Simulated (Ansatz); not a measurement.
C₄H₈O, SMILES `CC1CCO1`, 13 atoms. The species carries charge 0 and has multiplicity 1. All runs use 4 threads of an Intel Xeon Platinum 8488C on a shared host. Correlated methods freeze the cores.

(1) How many basis functions does each run have, and how long does it take in Ansatz? RKS ωB97M-V/def2-QZVPP energy; RHF-CCSD(T)/def2-SVP energy; RHF-CCSD(T)/def2-TZVPP energy; RKS PBE0-D4/def2-SVP energy; RKS HSE06 (plane-wave form)-D4/def2-TZVPP energy; RKS PBE0-D4/def2-QZVPP energy; RHF-MP2/def2-QZVPP energy; RKS PBE0-D4/def2-TZVP frequencies; RKS PBE0-D4/def2-TZVP relaxation (9 steps); RKS r2SCAN-D4/def2-TZVPP energy and forces; direct RPA on PBE orbitals/def2-TZVPP energy; RKS B97M-V/def2-TZVPP energy. (Best estimate.)

Answers

(1) Computed: Other jobs shared the machine, so times are rough.

```json
{"level": "RKS PBE0-D4/def2-SVP", "job": "energy", "functions": "110", "wall time": "0.8 s", "peak host memory (GiB)": "0.23"}
{"level": "RKS HSE06 (plane-wave form)-D4/def2-TZVPP", "job": "energy", "functions": "267", "wall time": "2.5 s", "peak host memory (GiB)": "0.64"}
{"level": "RKS r2SCAN-D4/def2-TZVPP", "job": "energy and forces", "functions": "267", "wall time": "2.8 s", "peak host memory (GiB)": "0.37"}
{"level": "direct RPA on PBE orbitals/def2-TZVPP", "job": "energy", "functions": "267", "wall time": "3.9 s", "peak host memory (GiB)": "0.75"}
{"level": "RHF-CCSD(T)/def2-SVP", "job": "energy", "functions": "110", "wall time": "3.9 s", "peak host memory (GiB)": "0.61"}
{"level": "RKS PBE0-D4/def2-QZVPP", "job": "energy", "functions": "525", "wall time": "5.5 s", "peak host memory (GiB)": "1.8"}
{"level": "RKS B97M-V/def2-TZVPP", "job": "energy", "functions": "267", "wall time": "5.5 s", "peak host memory (GiB)": "0.43"}
{"level": "RKS ωB97M-V/def2-QZVPP", "job": "energy", "functions": "525", "wall time": "12 s", "peak host memory (GiB)": "2.2"}
{"level": "RKS PBE0-D4/def2-TZVP", "job": "relaxation (9 steps)", "functions": "203", "wall time": "20 s", "peak host memory (GiB)": "0.5"}
{"level": "RHF-MP2/def2-QZVPP", "job": "energy", "functions": "525", "wall time": "21 s", "peak host memory (GiB)": "4.1"}
{"level": "RHF-CCSD(T)/def2-TZVPP", "job": "energy", "functions": "267", "wall time": "100 s", "peak host memory (GiB)": "7.2"}
{"level": "RKS PBE0-D4/def2-TZVP", "job": "frequencies", "functions": "203", "wall time": "2.2 min", "peak host memory (GiB)": "0.52"}
```
